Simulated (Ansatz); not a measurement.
# C2H2OS (SMILES S=C1CO1): single points off equilibrium

An exercise on one series of results from a longer session: the logs are not shown, and one member is left open.

The runs use Ansatz 0.2.0, Gaussian basis; single points in def2-TZVPP.

Cores are frozen in the correlated methods.

### Where the work starts

SMILES `S=C1CO1`, 6 atoms, charge 0, spin multiplicity 1.

Atoms are counted from 1 here; the program's logs count them from 0.

Bond lengths: S1–C2 1.538 Å, C2–C3 1.392 Å, C2–O4 1.190 Å, C3–O4 1.452 Å, C3–H5 1.090 Å, C3–H6 0.993 Å. Angles: S1–C2–C3 150.0°, S1–C2–O4 141.7°, C3–C2–O4 67.9°, C2–C3–O4 49.4°, C2–C3–H5 121.7°, C2–C3–H6 122.3°, O4–C3–H5 116.6°, O4–C3–H6 111.4°, H5–C3–H6 115.1°, C2–O4–C3 62.7°.

Coordinates:

```xyz
6

S    -2.03130   -0.82990   -0.40790
C    -0.58250   -0.48710   -0.02210
C     0.43880    0.44800    0.11960
O     0.45610   -0.99740    0.25540
H     0.95860    0.86380   -0.74330
H     0.63290    0.89470    0.98450
```

Set-up of the first run:

run/in.yaml

```yaml
crystal:
  periodic: [false, false, false]
  atoms:
    - {symbol: S, position_ang: [-2.031300, -0.829900, -0.407900]}
    - {symbol: C, position_ang: [-0.582500, -0.487100, -0.022100]}
    - {symbol: C, position_ang: [0.438800, 0.448000, 0.119600]}
    - {symbol: O, position_ang: [0.456100, -0.997400, 0.255400]}
    - {symbol: H, position_ang: [0.958600, 0.863800, -0.743300]}
    - {symbol: H, position_ang: [0.632900, 0.894700, 0.984500]}
basis:
  gaussian: {orbitals: def2-TZVPP}
correlation: {method: ccsd_t}
output: {forces: true}
```

The command line of these runs was not kept.

Among the steps run: CCSD(T)/def2-TZVPP; PBE0-D4/def2-TZVPP; wB97M-V/def2-TZVPP; r2SCAN-D4/def2-TZVPP; PBE-D4/def2-TZVPP; LC-wPBE/def2-TZVPP; r2SCANh-D4/def2-TZVPP.

One of the session's tables, all rows but one given; the rest of the session is left out.

| method | RMS force component (eV/Å) | angle to CCSD(T) forces (°) | dipole (D) |
| --- | --- | --- | --- |
| CCSD(T) | 3.247 | reference | 3.11 |
| PBE0-D4 | 2.999 | 4.0 | 3.19 |
| wB97M-V | 3.036 | 2.2 | 3.19 |
| r2SCAN-D4 | 3.131 | 1.5 | 3.18 |
| PBE-D4 | ? | ? | ? |
| LC-wPBE | 2.968 | 6.4 | 3.32 |
| r2SCANh-D4 | 3.029 | 2.4 | 3.21 |

Estimate the missing values for PBE-D4.

As computed: RMS force component (eV/Å): 3.321; angle to CCSD(T) forces (°): 2.0; dipole (D): 3.06. In the column «RMS force component (eV/Å)» it is the highest.
